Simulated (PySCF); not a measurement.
Continuum solvent and chemical shifts

Atoms are numbered as in `[S-:1][c:2]1[cH:3][cH:4][cH:5][o:6]1`. Each H is labelled by its parent atom.

GIAO PBE0/pcSseg-1 in PySCF 2.14.0 with density-fitted response routines on one PBE0-D3(BJ)/def2-SVP conformer, non-relativistic, equivalent nuclei averaged. Solvents enter as an IEF-PCM continuum (cyclohexane with ε = 2.0, acetone with ε = 20.5) around the gas-phase geometry. Shifts are referred to CS2, TMS computed in the same medium.

Gas phase, δ in ppm: S1 -77.2, C2 186.5, C5 128.9, C4 113.4, C3 103.9, H(C5) 6.46, H(C4) 5.65, H(C3) 5.10. Dipole moment 5.12 D.

Q: How does each δ change in the continuum?

A: 
```
atoms                                         environment  Δδ, cyclohexane  Δδ, acetone
   S1                                  sulfur bonded to C            -28.2        -63.8
   C2                      aromatic carbon bearing sulfur             -3.4         -9.0
   C5                 aromatic CH next to the ring oxygen             +4.4        +10.6
   C4                                         aromatic CH             +1.5         +3.9
   C3                                         aromatic CH             +2.4         +6.3
H(C5)  hydrogen on an aromatic CH next to the ring oxygen            +0.23        +0.60
H(C4)                          hydrogen on an aromatic CH            +0.28        +0.73
H(C3)                          hydrogen on an aromatic CH            +0.26        +0.63
```

Changes are relative to the gas phase. The dipole moment becomes 6.08 D in cyclohexane, 7.45 D in acetone.

Q: Which nuclei move most (in ppm), and what does the model miss?

A: S1 (sulfur bonded to C, -63.8 ppm) in acetone. A continuum only polarises the solute; specific hydrogen bonds, the anisotropy of aromatic solvents and changes of geometry or conformer are outside it, as are counter-ions.
